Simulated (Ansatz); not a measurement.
BH$_{6}$P (`[BH3-][PH3+]`). Charge 0, multiplicity 1.

```xyz
8

B    -0.784    0.708   -0.289
P     0.583   -0.527    0.215
H    -1.798    0.205    0.137
H    -0.711    0.743   -1.496
H    -0.463    1.735    0.263
H     0.760   -0.794    1.586
H     1.912   -0.226   -0.141
H     0.499   -1.845   -0.275
```

Q: List the harmonic frequencies (cm⁻¹, unscaled) at PBE0-D4/def2-TZVP in Ansatz. (Estimate.)

A: Ansatz gave: 247, 378, 379, 576, 831, 831, 1013, 1087, 1123, 1123, 1140, 1140, 2459, 2476, 2485, 2485, 2548, 2548.

Q: Is this a minimum?

A: Yes, all 18 modes are real.

Q: Give the ideal-gas thermochemistry at 298.15 K and 1 bar (rigid rotor, harmonic oscillator; point group C3v, symmetry number 3).

A: Zero-point energy 148.8 kJ/mol; H(298) − E = 162.9 kJ/mol; entropy 258.7 J/(mol·K), of which translation 157.1, rotation 80.4, vibration 21.3; G(298) − E = 85.8 kJ/mol.

Q: Rotational constants (cm⁻¹)?

A: 1.906, 0.363, 0.363.
